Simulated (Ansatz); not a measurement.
# HOS: the cost of one run

Program: Ansatz 0.2.0, Gaussian basis. Level of theory: def2-QZVPP, core rule «outside noble gas», up to 6 orbitals frozen. These are calculated values, not measurements.

To be run: UHF; ROHF; CCSD(T) on UHF.

2 further runs of the same task are left out: 2 set aside as unsound or not needed.

## (1) The system

The geometry is a PBE0/def2-TZVP stationary point (not a proven minimum).

3 atoms, charge 0, spin multiplicity 2.

Atoms are counted from 1 here; the program's logs count them from 0.

Bond lengths: O1–S2 1.625 Å, O1–H3 0.966 Å. Angles: S2–O1–H3 108.8°.

## (2) UHF

in.yaml

```yaml
crystal:
  periodic: [false, false, false]
  atoms:
    - {symbol: O, position_ang: [0.000000, -0.103148, 1.050404]}
    - {symbol: S, position_ang: [0.000000, 0.026845, -0.569167]}
    - {symbol: H, position_ang: [0.000000, 0.783293, 1.433123]}
basis:
  gaussian: {orbitals: "def2-QZVPP.json"}
magnetization: {spin_polarized: true, initial_magnetization: 1}
hamiltonian: {xc: hf}
output: {orbitals: {seedname: orbitals}}
```

Started as:

```
$ ansatz run in.yaml --threads 1 --pin off --events-out ev --progress --plain --max-ram 2393MiB
```

What time and memory should one allow on 1 thread of Arm Neoverse N1, shared host?

About 12 s, with a peak of 0.29 GiB.
